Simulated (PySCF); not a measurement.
## Ionisation energy of F by level of theory

F [He] 2s2 2p5 (2P) → F⁺ [He] 2s2 2p4 (3P), as a difference of total energies. All numbers are calculated (PySCF 2.14, no relativity, point nucleus, in def2-TZVPP (5s3p2d1f, 31 functions)). Correlated levels: valence: 1s2 frozen. The calculations carry no spin-orbit coupling.

```
           method  ionisation energy (eV)
              UHF                  15.655
    MP2 (valence)                  17.207
SCS-MP2 (valence)                  17.192
  CCSDT (valence)                  17.148
```

Problem. Estimate what CCSD(T) (valence) gives.

Solution. 17.148 eV, closest to CCSDT (valence) among the rows shown.

Problem. Estimate what CCSD (valence) gives.

Solution. 17.106 eV, closest to CCSDT (valence) among the rows shown.

Errors of the correlated levels include the incompleteness of this basis and the frozen core.

For comparison: 17.427 eV (measured; NIST levels, between the centres of gravity of the two terms).
